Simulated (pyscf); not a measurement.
H₃Si–I + hydrogen (H₂) -> HI + silane (SiH₄) (four-centre exchange; singlet surface; I–Si, H–H broken, H–I, H–Si formed). Optimised with ωB97X-D3(BJ)/def2-SVP in PySCF. Rate constants from transition-state theory, ωB97M-D3(BJ)/def2-TZVP energies (ideal gas, 1 atm, RRHO with modes under 100 cm⁻¹ raised to 100, one conformer, R ln 2 for chiral ones without a mode under 150 cm⁻¹; no tunnelling), k in cm³ molecule⁻¹ s⁻¹.

```tsv
T (K)	1000/T	log10 k
298	3.354	-50.48
600	1.667	?
900	1.111	-23.97
1200	0.833	-20.58
```

Task: Fit an Arrhenius line to the three values, give the activation energy, and predict k at 600 K.

Result: Least squares gives log10 k = -10.76 − 11.85 × 1000/T, so Ea = 11.85 × ln 10 × 1.987 = 54.2 kcal/mol, against an electronic barrier of 51.9. At 600 K the line gives -30.51; the computed value is -30.61 (ΔG‡ = 67.6 kcal/mol), a factor 1.3 under the line, since the plot is curved. This is the saddle that the search found; another between the same sides may lie lower. Elements past Kr carry the def2 core potentials, without spin-orbit coupling.
